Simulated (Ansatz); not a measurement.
Species: CH$_{2}$F (charge 0, doublet). It need not be the lowest isomer of its formula. 
Structure (B3LYP-D3(BJ)/def2-TZVP (Ansatz, a program for electronic structure) minimum search):
```xyz
4

C     -0.0106     0.4978     0.4277
F      0.0121    -0.4855    -0.4825
H     -0.9803     0.6938     0.8618
H      0.9347     0.6892     0.9145
```
Charge 0, spin multiplicity 2.

Basis-set convergence of Hartree-Fock and CCSD correlation energies (hartree) with Ansatz. Correlated levels leave the core frozen unless marked. UHF or UKS for open shells. No spin-orbit coupling. Non-relativistic.

```
basis       functions       E(HF)  E(corr, CCSD)
----------  ---------  ----------  -------------
def2-SVP           38  -138.29604       -0.32176
def2-TZVPP         90  -138.46870       -0.41223
def2-QZVPP        174  -138.47523       -0.44267
```

Extrapolating the two largest sets (X = 3 and 4) as X^-3: E(corr) = (64·(-0.44267) - 27·(-0.41223))/37 = -0.4649 Eh, an estimate of the basis-set limit. The largest set recovers 95.2 % of it, the smallest 69.2 %.
